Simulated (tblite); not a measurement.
CH8Si2.
SMILES with atom numbers: `[SiH3:1][CH2:2][SiH3:3]` (hydrogens: H4, H5, H6 on Si1; H7, H8 on C2; H9, H10, H11 on Si3)

Computed with GFN2-xTB (tblite), gas phase: Langevin dynamics at 300 K from the optimised GFN2-xTB geometry, time step 0.5 fs, friction 0.01 fs⁻¹, 2000 steps.

Start geometry:
```
atom  x, y, z in Å
Si1     1.454    0.731    0.012
C2      0.226   -0.711   -0.130
Si3    -1.605   -0.252    0.070
H4      2.822    0.231   -0.164
H5      1.175    1.723   -1.028
H6      1.341    1.353    1.332
H7      0.482   -1.462    0.619
H8      0.364   -1.194   -1.098
H9     -1.993    0.705   -0.968
H10    -1.829    0.336    1.393
H11    -2.431   -1.458   -0.063
```

The statistics below take the 31 frames saved every 25 fs from 250 to 1000 fs; their kinetic temperature (all 3N coordinates) averages 336 K.

**Question.** Give the mean, spread and extremes of the bond lengths.

**Answer.** 
| bond | start (Å) | mean (Å) | standard deviation (Å) | shortest (Å) | longest (Å) |
| --- | --- | --- | --- | --- | --- |
| Si1–C2 | 1.898 | 1.908 | 0.033 | 1.854 | 1.986 |
| C2–Si3 | 1.898 | 1.913 | 0.035 | 1.859 | 1.989 |
| Si1–H4 | 1.467 | 1.478 | 0.046 | 1.397 | 1.562 |
| Si1–H5 | 1.464 | 1.477 | 0.046 | 1.394 | 1.558 |
| Si1–H6 | 1.464 | 1.473 | 0.043 | 1.389 | 1.546 |
| C2–H7 | 1.091 | 1.097 | 0.025 | 1.041 | 1.146 |
| C2–H8 | 1.091 | 1.094 | 0.026 | 1.038 | 1.139 |
| Si3–H9 | 1.464 | 1.476 | 0.039 | 1.406 | 1.545 |
| Si3–H10 | 1.465 | 1.473 | 0.043 | 1.383 | 1.563 |
| Si3–H11 | 1.467 | 1.474 | 0.044 | 1.388 | 1.579 |

**Question.** Give the same statistics for bond angles, one of each kind.

**Answer.** 
| angle | start (°) | mean (°) | standard deviation (°) | smallest (°) | largest (°) |
| --- | --- | --- | --- | --- | --- |
| C2–Si1–H4 | 109.6 | 109.5 | 6.3 | 95.6 | 121.2 |
| H4–Si1–H5 | 108.9 | 108.4 | 5.9 | 95.1 | 123.5 |
| Si1–C2–Si3 | 115.6 | 116.5 | 4.9 | 105.6 | 124.3 |
| Si1–C2–H7 | 108.7 | 109.0 | 3.6 | 99.0 | 117.1 |
| H7–C2–H8 | 105.9 | 104.0 | 3.8 | 94.7 | 111.5 |

**Question.** How far does each atom move about its mean position (frames aligned on the start, all atoms weighted alike), and what rms force does it feel?

**Answer.** 
```json
{"atom": "Si1", "rms displacement (Å)": "0.14", "rms force (eV/Å)": "1.53"}
{"atom": "C2", "rms displacement (Å)": "0.19", "rms force (eV/Å)": "1.42"}
{"atom": "Si3", "rms displacement (Å)": "0.13", "rms force (eV/Å)": "1.49"}
{"atom": "H4", "rms displacement (Å)": "0.48", "rms force (eV/Å)": "0.83"}
{"atom": "H5", "rms displacement (Å)": "0.56", "rms force (eV/Å)": "0.86"}
{"atom": "H6", "rms displacement (Å)": "0.59", "rms force (eV/Å)": "0.87"}
{"atom": "H7", "rms displacement (Å)": "0.41", "rms force (eV/Å)": "0.84"}
{"atom": "H8", "rms displacement (Å)": "0.41", "rms force (eV/Å)": "0.90"}
{"atom": "H9", "rms displacement (Å)": "1.16", "rms force (eV/Å)": "0.76"}
{"atom": "H10", "rms displacement (Å)": "1.04", "rms force (eV/Å)": "0.81"}
{"atom": "H11", "rms displacement (Å)": "1.09", "rms force (eV/Å)": "0.82"}
```

The displacements run from 0.13 to 1.16 Å, the largest at H9.

The run is classical and short, so these are rough statistics of one trajectory.

What follows is the cost of the whole dynamics run. The run took 4.9 s of wall time on Intel Xeon 6985P-C at 2.30 GHz, one thread (shared host), and the process peaked at 0.18 GiB of memory.
